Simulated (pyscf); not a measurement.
Structures and frequencies: ωB97X-D3(BJ)/def2-SVP in PySCF. Correlated levels are frozen-core, on RHF or UHF. ΔMP2 is the change of the MP2 total energy from the triple- to the quadruple-zeta basis.

SMILES: [F][SnH2][GeH3]
```xyz
8

F     -0.4021    -0.5549     1.1057
Sn    -0.4330    -1.4397    -0.6318
Ge    -1.2566     0.3523    -2.2714
H      1.1764    -1.9571    -0.8769
H     -1.4901    -2.7644    -0.4182
H     -2.6514     0.8339    -1.8545
H     -1.3314    -0.2419    -3.6864
H     -0.2828     1.5368    -2.2750
```

What is the homolytic dissociation enthalpy (298 K, CCSD(T)/def2-TZVPP + ΔMP2(QZVPP)) of the F–Sn bond of F–SnH₂–GeH₃ (SMILES [F][SnH2][GeH3]), to F• + H₃Ge–SnH₂•?

F–Sn to F• + H₃Ge–SnH₂•: 116.1 kcal/mol. Other isomers of H₃Ge–SnH₂• were not searched in full and may lie lower. The CCSD(T) − MP2 part came from Ansatz, without density fitting, on the same reference. The frozen core leaves the outer d or s,p core shells of the metals and heavy elements correlated in the MP2 and CC values, and def2-TZVPP describes them poorly, which can shift differences by a few kcal/mol. Left out: the spin-orbit lowering of F. Elements up to Kr have no core potential and no relativistic terms here. Elements past Kr carry the def2 core potentials, without spin-orbit coupling.
